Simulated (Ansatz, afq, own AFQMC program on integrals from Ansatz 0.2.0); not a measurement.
## Pt, triplet → Pt⁺, quartet

A free Pt atom.

E(quartet, charge +1) − E(triplet, charge +0) at this geometry, on UHF and UHF determinants.

Basis def2-TZVPP with its core potentials. Only valence electrons are correlated. AFQMC by an in-house program on the Cholesky factors that Ansatz 0.2.0 writes for its CCSD(T) run. ph-AFQMC/CISD is guided by a CISD state made of CCSD amplitudes; releasing the constraint for a short imaginary time cuts its bias at the price of noise, slowly where states lie close. Error bars are statistical, one sigma. No spin–orbit coupling. The metal's outer-core s and p shells are frozen, which shifts wave-function levels against functionals. The errors of all members are added in quadrature.

No full CI on the walks' own integrals is used here; CCSDT(Q) serves as the reference and is uncertain by about the last step of the cluster series. Each member takes its own surest rung, up to full CI.

Errors are counted within def2-TZVPP, not against nature.

Cautions: no spin-orbit coupling; outer-core shells of the metal frozen; Pt (triplet): its ph-AFQMC/CISD value lies 18.5 ± 2.5 meV above CCSDT(Q); Pt⁺ (quartet): another spin lies lower; this isn't the first ionization.

| level | vertical ionization energy (kcal/mol) |
| --- | --- |
| HF | 181.6 |
| CCSD | 218.7 |

Problem. From these cheaper values, estimate the vertical ionization energy at the reference level in def2-TZVPP.

Solution. 221.3 kcal/mol (CCSDT(Q) in def2-TZVPP).

```
         level  vertical ionization energy (kcal/mol)  error against CCSDT(Q) (kcal/mol)
           MP2                                  225.9                                4.6
       CCSD(T)                                  221.5                                0.2
         CCSDT                                  221.3                               -0.1
 ph-AFQMC/CISD                           221.1 ± 0.07                        -0.2 ± 0.07
released AFQMC                            221.3 ± 0.1                          0.0 ± 0.1
```

Correlation beyond CCSD(T) takes off 0.2 kcal/mol. The perturbative (T) step is worth +2.8 kcal/mol.

A walk keeps the symmetry of its determinant, which the program's search chose and which needn't be the lowest solution, so a lower state of the same spin and another symmetry isn't excluded. Released energies are given only where the last usable release times agree within the noise; a slower fall can still hide under it.
